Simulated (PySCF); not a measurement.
Partial charges of `C=C(C)C(=O)[O-]`

Compound: C4H5O2 (charge -1).
Cartesian coordinates in Å at the PBE0-D3(BJ)/def2-SVP level; atoms count from 1:
```
atom  x, y, z in Å
C1    -0.8469   -1.3185    0.1453
C2    -0.2752   -0.1093    0.1052
C3     1.2056    0.1026    0.0553
C4    -1.1520    1.1775    0.0930
O5    -0.5010    2.2338   -0.0542
O6    -2.3781    1.0115    0.2212
H7    -0.2692   -2.2523    0.1411
H8    -1.9398   -1.3602    0.1865
H9     1.7730   -0.8435    0.0136
H10    1.5327    0.6845    0.9330
H11    1.4583    0.7349   -0.8098
```

Density: PBE0/pcSseg-1 (PySCF); schemes: Mulliken, IAO, Hirshfeld and ESP-fitted. One conformer (not necessarily the lowest) at the PBE0-D3(BJ)/def2-SVP geometry, without solvent, vibrations or thermal averaging. The pcSseg-1 basis has no diffuse functions, a weakness for an anion.

Q: Which atoms carry the lowest charge in the Mulliken, IAO, Hirshfeld and ESP-fitted schemes?

A: The schemes don't all agree: Mulliken O5 (-0.579); IAO O5 (-0.665); Hirshfeld O5 and O6 (-0.428); ESP-fitted O6 (-0.723).

Q: For which atoms does the sign change between the 4 schemes (beyond +0.03 e in one, beyond −0.03 e in another)?

A: C2.

Q: Give the atomic charges in each scheme.

A: In e:

```
atom                      environment  Mulliken     IAO  Hirshfeld  ESP-fitted
  C1             terminal =CH2 carbon    -0.105  -0.360     -0.161      -0.701
  C2  fully substituted alkene carbon    -0.497  -0.038     -0.022      +0.303
  C3                   allylic carbon    -0.161  -0.409     -0.140      -0.527
  C4               carboxylate carbon    +0.494  +0.492     +0.096      +0.621
  O5               carboxylate oxygen    -0.579  -0.665     -0.428      -0.712
  O6               carboxylate oxygen    -0.567  -0.655     -0.428      -0.723
  H7                 vinylic hydrogen    +0.049  +0.099     +0.006      +0.183
  H8                 vinylic hydrogen    +0.093  +0.148     +0.013      +0.196
  H9                  methyl hydrogen    +0.060  +0.100     +0.012      +0.100
 H10                  methyl hydrogen    +0.103  +0.141     +0.026      +0.128
 H11                  methyl hydrogen    +0.109  +0.148     +0.026      +0.132
```

Mean size of the charges over all atoms: ESP-fitted 0.393 e, IAO 0.296 e, Mulliken 0.256 e, Hirshfeld 0.123 e. Each set sums to the total charge, -1, to within 0.001 e. The IAO scheme counts the electrons in orthogonalised intrinsic atomic orbitals, a minimal basis polarised so that it spans the occupied orbitals exactly. The Mulliken scheme gives each basis function's population to the atom it is centred on and halves the overlap population of two atoms between them.

Q: How many electrons does the ESP-fitted scheme count on C4?

A: Z − q = 6 − (+0.621) = 5.379.

Q: Sum the charges by element.

A: 
```json
{"element": "C", "atoms": "4", "Mulliken": "-0.269", "IAO": "-0.316", "Hirshfeld": "-0.227", "ESP-fitted": "-0.304"}
{"element": "O", "atoms": "2", "Mulliken": "-1.145", "IAO": "-1.320", "Hirshfeld": "-0.856", "ESP-fitted": "-1.435"}
{"element": "H", "atoms": "5", "Mulliken": "+0.414", "IAO": "+0.635", "Hirshfeld": "+0.083", "ESP-fitted": "+0.738"}
```
